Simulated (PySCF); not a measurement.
Bonds (- single, = double, # triple, : aromatic): C1-S2 1.796 Å, S2=O3 1.457 Å, S2=O4 1.457 Å, S2-O5 1.457 Å. C1 carries H6, H7, H8. Formal charges: O5 -1.

Total charge -1.

Geometry: PBE0-D3(BJ)/def2-TZVP; GIAO shifts from PySCF 2.14, gas phase, non-relativistic, averaged over equivalent atoms.

At B97-2/pcSseg-2 (229 basis functions, 26 s wall time on 1 thread of an Arm Neoverse V1, shared host):
| atoms | δ (ppm) |
| --- | --- |
| C1 | 40.3 |
| S2 | 335.4 |
| O3/O4/O5 | 218.7 |
| H6/H7/H8 | 1.82 |

Chemical shifts δ = σref − σ; TMS for ¹³C (σ = 185.38 ppm) and ¹H (σ = 31.64 ppm); ³³S (σ = 517.10 ppm) vs CS2; H2O for ¹⁷O (σ = 327.66 ppm), all at this level.

Predict the values at PBE0/pcSseg-2 on the same geometry.

## Answers


```tsv
atoms	δ at PBE0/pcSseg-2	change
C1	40.8	+0.5
S2	336.5	+1.1
O3/O4/O5	224.8	+6.1
H6/H7/H8	1.81	-0.01
```

Scale: ¹³C (σ = 186.03 ppm), ¹H (σ = 31.52 ppm) vs TMS; CS2 for ³³S (σ = 512.98 ppm); H2O for ¹⁷O (σ = 329.54 ppm) (reference shieldings calculated alike).

The largest change is at O3/O4/O5 (oxygen of an anionic S–O group). Cost: 229 basis functions, 27 s wall time on 1 thread of an Arm Neoverse V1, shared host.

Experimental scales use liquid or dissolved standards, which lie at an offset from isolated H2O (liquid H2O: subtract about 36 ppm).
